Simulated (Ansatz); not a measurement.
Solid iodine was calculated with HSE06-D3(BJ) (Ansatz, a first-principles code, PAW).

Settings: plane-wave cutoff 520 eV, 6×6×2 k mesh (along the axes of the cell as run), Fermi–Dirac smearing 0.01 eV, scalar-relativistic PAW data made under PBE.

Starting structure:

```
I
1.0
    3.63500    -2.39500     0.00000
    3.63500     2.39500     0.00000
    0.00000     0.00000     9.79000
I
4
Direct
  0.15400   0.84600   0.88300
  0.34600   0.65400   0.38300
  0.65400   0.34600   0.61700
  0.84600   0.15400   0.11700
```

### Question
Into what structure does the relaxation of cell and atoms lead at this level, with the symmetry of the start kept?

### Answer
The volume shrinks by 8.6 %; final space group Cmce.
```
I
1.0
    3.56933    -2.26765     0.00000
    3.56933     2.26765     0.00000
    0.00000     0.00000     9.62698
I
4
Direct
  0.15968   0.84032   0.88035
  0.34032   0.65968   0.38035
  0.65968   0.34032   0.61965
  0.84032   0.15968   0.11965
```
